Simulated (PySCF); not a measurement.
Molfile (atoms numbered from 1):
```
BClH3P
     RDKit          3D

  6  5  0  0  0  0  0  0  0  0999 V2000
   -0.4849   -0.3279   -1.0320 P   0  0  0  0  0  0  0  0  0  0  0  0
    1.2992    0.0820   -0.5638 B   0  0  0  0  0  0  0  0  0  0  0  0
    2.4957   -1.1762   -0.3491 Cl  0  0  0  0  0  0  0  0  0  0  0  0
   -0.7254   -1.4618   -0.2098 H   0  0  0  0  0  0  0  0  0  0  0  0
   -1.1546    0.6533   -0.2510 H   0  0  0  0  0  0  0  0  0  0  0  0
    1.6793    1.2255   -0.5393 H   0  0  0  0  0  0  0  0  0  0  0  0
  1  2  1  0
  2  3  1  0
  1  4  1  0
  1  5  1  0
  2  6  1  0
M  END
```

Geometry: PBE0-D3(BJ)/def2-SVP; GIAO absolute shieldings from PySCF 2.14.0 with density-fitted response routines, gas phase, non-relativistic, averaged over equivalent atoms.

At PBE0/pcSseg-1 (80 basis functions, 3 s wall time on 1 thread of an Arm Neoverse V2, shared host):
```csv
atoms,σ (ppm)
P1,481.1
B2,16.8
Cl3,623.9
H6,23.49
H4/H5,27.95
```

Q: What do these become at wB97X-D/pcSseg-2?

A: 
| atoms | σ at wB97X-D/pcSseg-2 | change |
| --- | --- | --- |
| P1 | 475.5 | -5.6 |
| B2 | 14.4 | -2.4 |
| Cl3 | 647.5 | +23.6 |
| H6 | 23.62 | +0.13 |
| H4/H5 | 28.07 | +0.12 |

The largest change is at Cl3 (chlorine bonded to B). Cost: 164 basis functions, 7.4 s wall time on 1 thread of an Arm Neoverse V2, shared host.
